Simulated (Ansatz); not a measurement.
A run of Ansatz (development build ahead of 0.2.0) on singlet C₆H₆ at this shape:

```xyz
12

C     1.3924    0.0027   -0.0043
C     0.6948    1.2083   -0.0040
C    -0.7000    1.2039   -0.0014
C    -1.3924   -0.0006   -0.0014
C    -0.7038   -1.2102   -0.0035
C     0.6958   -1.2083    0.0039
H     2.4821    0.0013    0.0047
H     1.2374    2.1527   -0.0003
H    -1.2433    2.1475   -0.0001
H    -2.4775    0.0022   -0.0026
H    -1.2409   -2.1530    0.0027
H     1.2379   -2.1445    0.0024
```

Its results:

```
Converged                       : yes
Reference energy                : -230.72192 hartree
Correlation energy              : -0.78336 hartree
Total energy                    : -231.50528 hartree
Spin squared of the determinant : 0.000
```

Task: Which input gives this output? Name the method, the orbitals and the basis set, and write the input.

Result: RHF-MP2 in cc-pVDZ. An unrestricted run that stays on the closed shell gives the same numbers.

```yaml
crystal:
  periodic: [false, false, false]
  atoms:
    - { symbol: C, position_ang: [1.3924, 0.0027, -0.00428] }
    - { symbol: C, position_ang: [0.69483, 1.20828, -0.00396] }
    - { symbol: C, position_ang: [-0.69997, 1.2039, -0.00143] }
    - { symbol: C, position_ang: [-1.39243, -0.00064, -0.00138] }
    - { symbol: C, position_ang: [-0.70379, -1.21023, -0.00347] }
    - { symbol: C, position_ang: [0.69578, -1.20831, 0.00393] }
    - { symbol: H, position_ang: [2.48215, 0.00131, 0.00471] }
    - { symbol: H, position_ang: [1.23736, 2.15267, -0.00027] }
    - { symbol: H, position_ang: [-1.24333, 2.14755, -0.00014] }
    - { symbol: H, position_ang: [-2.47752, 0.00219, -0.0026] }
    - { symbol: H, position_ang: [-1.2409, -2.15296, 0.00274] }
    - { symbol: H, position_ang: [1.2379, -2.14452, 0.00238] }
basis:
  gaussian: { orbitals: cc-pVDZ }
hamiltonian:
  xc: hf
correlation:
  method: mp2
  frozen_orbitals: { C: 1, H: 0 }
```
